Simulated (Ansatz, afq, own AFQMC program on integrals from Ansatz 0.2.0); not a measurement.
**AlB, singlet: AFQMC among the cluster methods**

```xyz
2

B     0.0000    0.0000    0.0000
Al    0.0000    0.0000    7.1810
```

Basis cc-pVDZ. Only valence electrons are correlated. AFQMC by an in-house program on the Cholesky factors that Ansatz 0.2.0 writes for its CCSD(T) run. ph-AFQMC/CISD is guided by a CISD state made of CCSD amplitudes; releasing the constraint for a short imaginary time cuts its bias at the price of noise, slowly where states lie close. Error bars are statistical, one sigma.

Determinant: UHF, the one that the program's search chose, which needn't be the lowest solution. The geometry is a point of a scan.

Full CI on the same integrals is exact in this basis and with this determinant's frozen core.

Cautions: unrestricted determinant spin contaminated (⟨S²⟩ 1.02 against 0.00); the released energies are still falling, so no released level is given (meV from the phaseless value at times in 1/Eh: -0.9 ± 2.0 at 0.24, -5.4 ± 1.3 at 0.51, -8.0 ± 1.5 at 0.99, -11.0 ± 1.5 at 1.62, -12.8 ± 0.9 at 2.40); the next higher spin lies close (within 5 meV by full CI).

```
T1 diagnostic                               : 0.0128
weight of the determinant in the CISD state : 0.876
⟨S²⟩ of the determinant                     : 1.022
size of the correlated space                : 6 electrons in 26 orbitals
```

```tsv
level	correlation energy (eV)
MP2	-1.8258
CCSD	-2.8770
CCSD(T)	-2.9175
```

Task: Estimate where phaseless AFQMC with a CISD trial lies against CCSD(T) on the same integrals.

Result: 0.12 ± 0.05 kcal/mol below CCSD(T).

Reference: full CI, correlation energy -2.938 eV. The cautions show a poor starting determinant, so the rows tell how each method copes with it here, and full CI is the sure value.

```tsv
level	E − E(reference) (kcal/mol)	share of correlation (%)
CCSD(T)	0.48	99.29
CCSDT	0.03	99.96
CCSDT(Q)	0.03	99.96
CCSDTQ	0.02	99.98
ph-AFQMC/CISD	0.37 ± 0.05	99.46
```

CCSDT and higher add their correlation energy to the determinant of the CCSD(T) run, since their own runs factorise the integrals more tightly (a shift of under 2 meV). A walk keeps the symmetry of its determinant, which the program's search chose and which needn't be the lowest solution, so a lower state of the same spin and another symmetry isn't excluded.
